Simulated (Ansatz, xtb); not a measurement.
# Relative energy of two isomers of C3H4Cl2

Structure a is `ClC1(Cl)CC1`, a singlet and structure b is `Cl[C@@H]1C[C@@H]1Cl`, a singlet. Both are isolated molecules in the gas phase, relaxed with B3LYP/def2-SVP.

Energies in hartree; the thermal terms are from B3LYP/def2-SVP harmonic frequencies (ideal gas, rigid rotor, one conformer each, 298.15 K, 1 atm) and include the zero-point energy:

```
                               a            b
E, CCSD(T)/def2-SVP  −1035.260563  −1035.259449
    E, MP2/def2-SVP  −1035.190107  −1035.188403
  E, MP2/def2-TZVPP  −1035.832140  −1035.830880
  zero-point energy      0.062238      0.062805
       H(298 K) − E      0.068339      0.068846
       G(298 K) − E      0.033583      0.033256
```

Task: Correct the CCSD(T) difference for the basis set by the MP2 change, then work out ΔE, ΔE₀, ΔH and ΔG for a → b in kcal/mol (1 Eh = 627.51 kcal/mol) and the equilibrium ratio [b]/[a].

Result: 1. Differences b − a: CCSD(T) +0.001114, MP2 in the small set +0.001704, MP2 in the large set +0.001260 Eh.
2. ΔE = +0.001114 + (+0.001260 − (+0.001704)) = +0.000670 Eh = +0.42 kcal/mol.
3. ΔE₀ = ΔE + ΔZPE = +0.000670 + (+0.000567) Eh = +0.78 kcal/mol.
4. ΔH = ΔE + (+0.000507) Eh = +0.74 kcal/mol.
5. ΔG = ΔE + (−0.000327) Eh = +0.22 kcal/mol, so ΔS = (ΔH − ΔG)/T = +7.3 J/(mol K).
6. kT = 0.9442 mEh, so K = [b]/[a] = exp(−ΔG/kT) = exp(−0.36) ≈ 0.7.

The two are too close for this level to say which is favoured. An error of 1 kcal/mol in ΔG would change K by a factor of 5.4. Mirror images and further conformers aren't counted.

As drawn, both hold the same kinds of bond in the same numbers.

Other levels gave ΔE = +2.9 (GFN2-xTB); −0.5 (HF/STO-3G, GFN2-xTB geometries); +0.5 (r2SCAN-D4/def2-SVP, GFN2-xTB geometries); +0.1 (B3LYP/def2-SVP); −1.0 (HF/def2-SVP); +1.1 (MP2/def2-SVP); +0.7 (CCSD(T)/def2-SVP) kcal/mol. The correlated steps freeze 13 core orbitals. Programs: Ansatz 0.2.0, xtb 6.7.1.
